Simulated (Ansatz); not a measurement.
```xyz
10

C    -0.072    1.129   -0.625
C     0.474    0.006    0.221
C    -0.460   -0.884    1.078
C     0.082   -1.389    0.033
F     0.224   -2.428   -0.752
H     0.580    1.331   -1.480
H    -1.066    0.881   -1.006
H    -0.148    2.053   -0.046
H     1.470    0.212    0.626
H    -1.086   -0.910    1.951
```

The species carries charge 0 and has multiplicity 1.

Problem. List the ωB97M-V/def2-TZVPP orbital energies in eV (the Gaussian-basis code of Ansatz). (Best estimate.)

Solution. Ansatz gave: Occupied: -678.62, -284.01, -282.29, -281.85, -281.12, -37.76, -27.62, -22.91, -19.76, -19.10, -17.34, -16.58, -16.23, -14.63, -14.11, -13.20, -11.86, -10.76, -9.49. Lowest empty: 2.63, 2.95, 3.81, 4.08, 4.21, 4.87, 5.11, 5.44.
